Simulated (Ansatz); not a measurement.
System: hematite (α-Fe2O3). Method: PBE in Ansatz (PAW).

Run with plane-wave cutoff 500 eV, 10×10×10 k mesh, Fermi–Dirac smearing 0.05 eV, spin-polarised with opposed moments, scalar-relativistic PAW data made under PBE.

Computed at the level's own relaxed cell.

**Question.** What does this level give for the equilibrium volume per atom, magnetic moment (largest site, within a sphere) and band gap?

**Answer.** 
- equilibrium volume per atom: 10.04 Å³/atom
- magnetic moment (largest site, within a sphere): 3.32 μB
- band gap: 0.58 eV (on the SCF k mesh)

Measured, for comparison: band gap 2.6 eV (temperature not stated, no zero-point or thermal correction, photoemission and inverse photoemission; as tabulated in Parkinson (2016), arXiv:1602.06774). Computed (rounded) less measured: band gap -2.02 eV.

Note: a magnet's gap depends somewhat on the PAW data.

Moments are spin moments.

The computed numbers hold no vibrational or temperature effects.

Ansatz is a first-principles code.
